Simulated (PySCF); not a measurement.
Molecule (SMILES): FCl (F-Cl).
Geometry (B3LYP-D3(BJ)/def2-TZVP, fixed):
```
F
Cl 1 1.6409
```

Basis-set convergence of the lowest singlet excitation energy at PBE with PySCF. Tamm-Dancoff approximation; the state is taken by its order, and sets in which it differs in degeneracy or brightness are left out, yet its character can still change. All functions are spherical. Density fitting with generated auxiliary sets. No added dispersion term, no relativity. Reference: the value in aug-pcseg-3, 3.880 eV, itself unsure by roughly 0.008 eV (its mean distance from aug-cc-pV(Q+d)Z, aug-pcseg-2, aug-cc-pV(T+d)Z). Deviations are taken from unrounded values. Cost is core time over that of aug-cc-pV(D+d)Z, rough, on shared machines of one kind; a dash marks a row that isn't timed (too short, read off another run, short of memory, by another algorithm or on other hardware).

```
basis            functions  lowest singlet excitation energy (eV)  minus reference (eV)  cost
---------------  ---------  -------------------------------------  --------------------  ----
6-31G                   22                                  4.030                 0.150     -
pcseg-0                 22                                  4.140                 0.260     -
6-311G**                44                                  3.930                 0.051  0.6×
def2-SVPD               50                                  3.909                 0.030  0.8×
6-311+G**               52                                  3.892                 0.013  0.6×
aug-cc-pV(D+d)Z         55                                  3.857                -0.022    1×
6-311++G(2d,2p)         62                                  3.856                -0.023  0.7×
def2-TZVPP              73                                  3.932                 0.052  0.9×
def2-TZVPD              86                                  3.876                -0.003    2×
jun-cc-pV(T+d)Z         87                                  3.877                -0.002    2×
aug-cc-pV(T+d)Z        101                                  3.881                 0.002    1×
cc-pV(Q+d)Z            119                                  3.918                 0.039    3×
pcseg-4                206                                  3.883                 0.004    9×
```

The smallest set listed that lies within 0.1 eV of the reference with all its larger relatives (same family, alike in diffuse functions; a set with none counts only in the reference's own line) is def2-SVPD (50 functions, 0.8× in cost, 0.030 eV off). Inside, with no larger relative to test it: 6-311G**, pcseg-4. (Relatives not listed, tested too: 6-311++G(3df,3pd) 0.008, def2-TZVPPD -0.003, def2-QZVP 0.025, def2-QZVPP 0.025, def2-QZVPPD 0.002, aug-cc-pV(Q+d)Z 0.003, cc-pV(5+d)Z 0.021 eV.)
